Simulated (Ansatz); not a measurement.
# C3H3ClO: the cost of one run

Computed with Ansatz 0.2.0 through its Python package. The levels of theory stand in the script.

## (1) Starting point

Bond lengths: C1–C2 1.338 Å, C2–Cl3 1.719 Å, C2–C4 1.485 Å, C4–O5 1.225 Å, C1–H6 1.085 Å, C1–H7 1.086 Å, C4–H8 1.103 Å. Angles: C1–C2–Cl3 121.2°, C1–C2–C4 120.4°, Cl3–C2–C4 118.4°, C2–C1–H6 122.3°, C2–C1–H7 120.9°, H6–C1–H7 116.9°, C2–C4–O5 124.1°, C2–C4–H8 115.1°, O5–C4–H8 120.8°.

The script holds or builds the structure itself.

## (2) Script

Contents of methods_c3h3clo.py:

```python
"""C3H3ClO at several levels of theory."""

from pathlib import Path
import warnings

import ansatz as az
import numpy as np
from rdkit import Chem
from rdkit.Chem import AllChem

warnings.simplefilter("ignore", az.DeckWarning)

# start geometry from RDKit
rd = Chem.AddHs(Chem.MolFromSmiles("C=C(Cl)C=O"))
AllChem.EmbedMolecule(rd, randomSeed=359)
AllChem.UFFOptimizeMolecule(rd)
mol = az.Crystal.molecule()
for atom, xyz in zip(rd.GetAtoms(), rd.GetConformer().GetPositions()):
    mol = mol.atom(atom.GetSymbol(), xyz.round(5).tolist())

base = mol.calculation().basis(gaussian="cc-pVDZ")

print("functional    E (Ha)        dipole (D)   HOMO (eV)  LUMO (eV)")
for name in ["lda", "cam_b3lyp", "blyp", "b3lyp", "pbe0"]:
    summary = base.functional(name).forces().orbitals().run(threads=1, backend="cpu", runs_dir="runs").report
    lines = Path(summary["orbitals_path"]).read_text().splitlines()
    field_of = lambda key: [line.split("=")[1].strip() for line in lines if line.startswith(key)]
    orbitals = [(27.211386 * float(e), s, float(n)) for e, s, n in zip(field_of("Ene="), field_of("Spin="), field_of("Occup="))]
    homo = max(e for e, _, n in orbitals if n > 0.5)
    lumo = min(e for e, _, n in orbitals if n < 0.5)
    dipole = 4.803205 * np.linalg.norm(summary["charge_distribution"]["dipole_moment_e_ang"])
    print(f"{name:10s} {summary['free_energy_ev'] / 27.211386246:14.6f} {dipole:9.3f} {homo:11.3f} {lumo:10.3f}")
```

## (3) Running it

Command:

```
$ python methods_c3h3clo.py
```

Q: Estimate wall time and peak memory on 1 thread of Arm Neoverse V2, shared host.

About 14 s, with a peak of 0.31 GiB.
